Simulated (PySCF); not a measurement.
A run for PySCF: D3(BJ) and D4 dispersion corrections on FCH3Fcomp, charge -1. Charge -1.

```python
from pyscf import gto
from pyscf.dispersion import dftd3, dftd4

mol = gto.M(
    atom='''
    F     0.00000000    0.00000000   -1.84762600
    C     0.00000000    0.00000000   -0.42187300
    H     0.00000000    1.02358100   -0.07384300
    H    -0.88644700   -0.51179100   -0.07384300
    H     0.88644700   -0.51179100   -0.07384300
    F     0.00000000    0.00000000    2.15348900
    ''',
    basis='def2-svp',
    charge=-1, spin=0, verbose=0, max_memory=1800)
d3, d4 = {}, {}
for xc in ['hf', 'pbe', 'blyp', 'revpbe', 'tpss', 'r2scan', 'b3lyp', 'pbe0', 'bhlyp', 'camb3lyp', 'b2plyp']:
    d3[xc] = float(dftd3.DFTD3Dispersion(mol, xc=xc, version='d3bj', atm=False).get_dispersion()['energy'])
    print(f'D3(BJ) {xc:10s} {d3[xc]:14.8f} Eh')
for xc in ['hf', 'pbe', 'blyp', 'revpbe', 'tpss', 'r2scan', 'b3lyp', 'pbe0', 'bhlyp', 'camb3lyp', 'b2plyp']:
    d4[xc] = float(dftd4.DFTD4Dispersion(mol, xc={'camb3lyp': 'cam-b3lyp'}.get(xc, xc), atm=True).get_dispersion()['energy'])
    print(f'D4     {xc:10s} {d4[xc]:14.8f} Eh')
```

It printed:

```
D3(BJ) hf            -0.01733370 Eh
D3(BJ) pbe           -0.00190015 Eh
D3(BJ) blyp          -0.00385916 Eh
D3(BJ) revpbe        -0.00529199 Eh
D3(BJ) tpss          -0.00228288 Eh
D3(BJ) r2scan        -0.00048409 Eh
D3(BJ) b3lyp         -0.00309912 Eh
D3(BJ) pbe0          -0.00152576 Eh
D3(BJ) bhlyp         -0.00226199 Eh
D3(BJ) camb3lyp      -0.00123345 Eh
D3(BJ) b2plyp        -0.00131655 Eh
D4     hf            -0.00816982 Eh
D4     pbe           -0.00192681 Eh
D4     blyp          -0.00445910 Eh
D4     revpbe        -0.00775514 Eh
D4     tpss          -0.00261660 Eh
D4     r2scan        -0.00049072 Eh
D4     b3lyp         -0.00304735 Eh
D4     pbe0          -0.00158251 Eh
D4     bhlyp         -0.00192734 Eh
D4     camb3lyp      -0.00154333 Eh
D4     b2plyp        -0.00133590 Eh
```

The run finished.

Cost: very roughly 0.020 core-seconds.
